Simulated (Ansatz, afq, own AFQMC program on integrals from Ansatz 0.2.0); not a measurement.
Breaking P1–H3 in P2H4, singlet

```yaml
atoms:
  - { symbol: P, position_ang: [0.3677, -1.0579, -0.0828] }
  - { symbol: P, position_ang: [-0.3679, 1.0582, 0.0790] }
  - { symbol: H, position_ang: [-0.4999, -1.5307, 0.9515] }
  - { symbol: H, position_ang: [-0.5751, -1.4009, -1.1025] }
  - { symbol: H, position_ang: [0.5053, 1.5335, -0.9496] }
  - { symbol: H, position_ang: [0.5698, 1.3978, 1.1044] }
```

Products: P2H3 (doublet; PH–PH2) and H (doublet), each relaxed with PBE0/def2-SVP like the molecule; electronic energies without zero-point terms. Determinants: RHF, UHF and UHF in that order.

Basis def2-TZVP. Only valence electrons are correlated. Integrals, coupled cluster, full CI and functionals: Ansatz 0.2.0; the random walks run on the same integrals in our own AFQMC program. The CISD trial takes its coefficients from CCSD amplitudes. Released means that phaseless walkers are propagated on without the constraint, phases kept. ± is one standard error of the sampling. The errors of all members are added in quadrature.

No full CI on the walks' own integrals is used here; CCSDT(Q) serves as the reference and is uncertain by about the last step of the cluster series. Each member takes its own surest rung, up to full CI.

The best estimate is CCSD(T) at the basis-set limit (CBS: def2-TZVPP and def2-QZVPP, with their diffuse functions for anions and beside diffuse sets, CCSD(T) itself extrapolated) plus the step from CCSD(T) to CCSDT(Q) in def2-TZVP. Rows without CBS are in def2-TZVP; B2PLYP and the wave-function rows carry a basis error of their own. Core correlation and relativity beyond core potentials are missing, and ± holds the sampling alone.

Cautions: P₂H₃ (doublet): its ph-AFQMC/CISD value lies 17 ± 6 meV above CCSDT(Q).

Best estimate: 348.4 kJ/mol.

```json
{"level": "HF", "bond energy (kJ/mol)": "252.4", "error against the best estimate (kJ/mol)": "-96.0"}
{"level": "MP2", "bond energy (kJ/mol)": "329.1", "error against the best estimate (kJ/mol)": "-19.3"}
{"level": "CCSD", "bond energy (kJ/mol)": "333.5", "error against the best estimate (kJ/mol)": "-14.9"}
{"level": "CCSD(T)", "bond energy (kJ/mol)": "335.2", "error against the best estimate (kJ/mol)": "-13.2"}
{"level": "CCSDT", "bond energy (kJ/mol)": "334.6", "error against the best estimate (kJ/mol)": "-13.7"}
{"level": "CCSDT(Q)", "bond energy (kJ/mol)": "334.7", "error against the best estimate (kJ/mol)": "-13.7"}
{"level": "ph-AFQMC/CISD", "bond energy (kJ/mol)": "335.4 ± 0.8", "error against the best estimate (kJ/mol)": "-13.0 ± 0.8"}
{"level": "released AFQMC", "bond energy (kJ/mol)": "334.9 ± 1.2", "error against the best estimate (kJ/mol)": "-13.5 ± 1.2"}
{"level": "HF/CBS", "bond energy (kJ/mol)": "252.4", "error against the best estimate (kJ/mol)": "-96.0"}
{"level": "MP2/CBS", "bond energy (kJ/mol)": "345.6", "error against the best estimate (kJ/mol)": "-2.8"}
{"level": "CCSD(T)/CBS", "bond energy (kJ/mol)": "348.9", "error against the best estimate (kJ/mol)": "0.5"}
{"level": "PBE", "bond energy (kJ/mol)": "331.6", "error against the best estimate (kJ/mol)": "-16.8"}
{"level": "r2SCAN", "bond energy (kJ/mol)": "331.8", "error against the best estimate (kJ/mol)": "-16.5"}
{"level": "PBE0", "bond energy (kJ/mol)": "332.5", "error against the best estimate (kJ/mol)": "-15.9"}
{"level": "B3LYP", "bond energy (kJ/mol)": "339.3", "error against the best estimate (kJ/mol)": "-9.0"}
{"level": "wB97M-V", "bond energy (kJ/mol)": "349.9", "error against the best estimate (kJ/mol)": "1.5"}
{"level": "B2PLYP", "bond energy (kJ/mol)": "336.9", "error against the best estimate (kJ/mol)": "-11.4"}
```

Correlation beyond CCSD(T) takes off 0.5 kJ/mol. Going to the basis-set limit adds 13.7 kJ/mol at CCSD(T). The perturbative (T) step is worth +1.7 kJ/mol. The functionals spread over 18.3 kJ/mol; wB97M-V comes nearest and PBE is 16.8 kJ/mol too low.

Best estimates are given only where the step beyond CCSD(T) is under 0.3 eV and no member's determinant is very poor (T1 over 0.05, or 0.07 for open shells, ⟨S²⟩ too high by 0.3, two states mixed), so the hardest cases are missing from such tables.

The functionals ran in a triple-zeta set and keep a basis error of their own, a few kJ/mol for each bond in atomization energies and more for double hybrids, so close places among them and the extrapolated levels can swap.

CCSDT and higher add their correlation energy to the determinant of the CCSD(T) run, since their own runs factorise the integrals more tightly (a shift of under 2 meV). Each member of a difference takes its own highest rung, so a best estimate needn't equal the limit plus the step of one row. Released energies are given only where the last usable release times agree within the noise; a slower fall can still hide under it.
